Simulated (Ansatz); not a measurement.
Input file:

```yaml
crystal:
  periodic: [false, false, false]
  atoms:
    - {symbol: B, position_ang: [0.000000, 0.000000, 1.484785]}
    - {symbol: Al, position_ang: [0.000000, 0.000000, -0.755666]}
    - {symbol: H, position_ang: [0.000000, 1.004980, 2.151421]}
    - {symbol: H, position_ang: [0.000000, -1.004980, 2.151421]}
basis:
  gaussian: {orbitals: cc-pVTZ}
magnetization: {spin_polarized: false}
correlation: {method: bccd_t, electrons: outside_noble_gas}
```

```sh
$ ansatz run in.yaml --threads 1 --pin off --events-out ev --progress --plain --max-ram 2393MiB
```

Log:

```
547 factors; integrals over basis functions are off by at most 1.4e-3 eV
mean field evaluation 1: about -7283.4658 eV, gradient 1.2e1 eV
mean field evaluation 2: about -7283.4655 eV, gradient 1.2e1 eV
mean field evaluation 4: about -7284.3417 eV, gradient 1.2e0 eV
mean field evaluation 8: about -7284.3526 eV, gradient 5.7e-4 eV
mean field evaluation 16: about -7280.5670 eV, gradient 5.3e0 eV
mean field evaluation 32: about -7280.7955 eV, gradient 3.7e-1 eV
mean field -7284.35262352 eV, -267.6950214028 hartree, gradient 2.3e-6 eV, S^2 0.000000; 2 other end points of the search recorded, 0 dependent functions left out; unrestricted orbitals would lower it
6 core orbitals not correlated: weight in the atoms' cores, before any rotation towards them, 1.000 or more for the frozen orbitals, at most 0.000 for the correlated occupied ones
reference -7284.35262352 eV, -267.6950214028 hartree; 4, 4 occupied and 82, 82 virtual orbitals, 547 factors
second order -4.13655070 eV of doubles, -0.00000000 eV of singles
cycle   1  -4.77255891 eV  change   -6.4e-1 eV  update   7.5e-2
cycle   2  -5.05172953 eV  change   -2.8e-1 eV  update   3.3e-2
cycle   3  -5.07196571 eV  change   -2.0e-2 eV  update   1.1e-2
cycle   4  -5.07101460 eV  change    9.5e-4 eV  update   5.0e-3
cycle   5  -5.07135830 eV  change   -3.4e-4 eV  update   2.3e-3
cycle   6  -5.07165204 eV  change   -2.9e-4 eV  update   1.2e-3
cycle   7  -5.07209806 eV  change   -4.5e-4 eV  update   5.6e-4
cycle   8  -5.07233494 eV  change   -2.4e-4 eV  update   1.9e-4
cycle   9  -5.07226478 eV  change    7.0e-5 eV  update   7.2e-5
cycle  10  -5.07225859 eV  change    6.2e-6 eV  update   2.7e-5
cycle  11  -5.07225864 eV  change   -4.4e-8 eV  update   9.8e-6
perturbative correction -0.15524570 eV, -0.0057051741 hartree
Total energy: -7289.58012785 eV, -267.8871286437 hartree
```

Ran on 1 thread of Arm Neoverse V1, shared host: 2.4 s wall, 0.25 GiB peak host memory.
